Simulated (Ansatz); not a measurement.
# B2H (doublet): from Hartree-Fock to the top rungs at a displaced geometry (v1), cc-pVDZ

The task here is to estimate one member of a computed series from the others.

Computed with Ansatz 0.2.0, Gaussian basis. Level: cc-pVDZ, core rule «outside noble gas», up to 2 orbitals frozen.

The runs, in order: UHF; CCSD(T) on ROHF; CCSD(T) on UHF; BCCD(T) on ROHF; CISD; CCSDT(Q) on ROHF; CCSDT(Q) on UHF; CASSCF and MRCISD+Q, 7 electrons in 9 orbitals; CASSCF and MRCISD+Q(relaxed), 7 electrons in 9 orbitals; CASSCF and NEVPT2, 7 electrons in 9 orbitals.

25 further runs of the same task are left out: 4 for a known fault of the program, 9 that didn't finish, 12 set aside as unsound or not needed.

**What is computed**

The geometry is a PBE0/def2-TZVP stationary point (not a proven minimum) with its atoms shifted at random (size 0.040 Å).

3 atoms, charge 0, spin multiplicity 2.

Atoms are counted from 1 here; the program's logs count them from 0.

Bond lengths: B1–B2 1.534 Å, B1–H3 1.125 Å. Angles: B2–B1–H3 177.1°.

Coordinates:

```
B    -0.0154   -0.0090    0.1367
B    -0.0163   -0.0252   -1.3971
H     0.0317    0.0342    1.2604
```

The first run:

Contents of in.yaml:

```yaml
crystal:
  periodic: [false, false, false]
  atoms:
    - {symbol: B, position_ang: [-0.015433, -0.009008, 0.136729]}
    - {symbol: B, position_ang: [-0.016266, -0.025151, -1.397136]}
    - {symbol: H, position_ang: [0.031698, 0.034159, 1.260407]}
basis:
  gaussian: {orbitals: cc-pVDZ}
magnetization: {spin_polarized: true, initial_magnetization: 1}
hamiltonian: {xc: hf}
output: {orbitals: {seedname: orbitals}}
```

Launch:

```console
$ ansatz run in.yaml --threads 1 --pin off --events-out ev --progress --plain --max-ram 2393MiB
```

Among the steps run: UHF; CCSD(T) on ROHF; CCSD(T) on UHF; BCCD(T) on ROHF; CISD; CCSDT(Q) on ROHF; CCSDT(Q) on UHF; CASSCF and MRCISD+Q, 7 electrons in 9 orbitals; CASSCF and MRCISD+Q(relaxed), 7 electrons in 9 orbitals; CASSCF and NEVPT2, 7 electrons in 9 orbitals.

One of the session's tables, all rows but one given; the rest of the session is left out.

It belongs to the step «Misses and costs». 

| method | from RCCSDT(Q) (meV) |
| --- | --- |
| ROHF | +4401.8 |
| RMP2 | +1258.4 |
| UMP2 | +715.9 |
| CISD | +588.3 |
| RCCSD | +361.3 |
| UCCSD | -303.3 |
| RCCSD(T) | +202.8 |
| UCCSD(T) | -603.0 |
| BCCD(T) | +203.7 |
| RCCSDT | +53.0 |
| UCCSDT | -961.5 |
| RCCSDT(Q) | 0 |
| UCCSDT(Q) | ? |
| CASSCF valence | +2196.7 |
| NEVPT2 valence | +573.2 |
| MRCISD valence | +95.2 |
| MRCISD+Q valence | -0.4 |
| MRCISD+Q(relaxed) valence | -18.2 |

**Question.** Estimate the row for UCCSDT(Q).

**Answer.** from RCCSDT(Q) (meV): -1101.2. In the column «from RCCSDT(Q) (meV)» it is the lowest.

Left out of the table: UHF (another determinant or state than the rows shown).

Caveats from the session: The determinant is far from a pure spin state, so its energy mixes those of several spin states (harmless only where they are near-degenerate, as at dissociation). The report flags that the cluster equations may have other roots. The program flags UCCSD(T), RCCSDT(Q), UCCSDT(Q) as in doubt, so the zero of the table is itself unsure. Warnings: spin contamination; coupled cluster took another determinant than the lowest. Restricted and unrestricted rows rest on different reference determinants; where their highest levels disagree by more than a few hundredths of an eV, they describe different states and don't form one ladder.
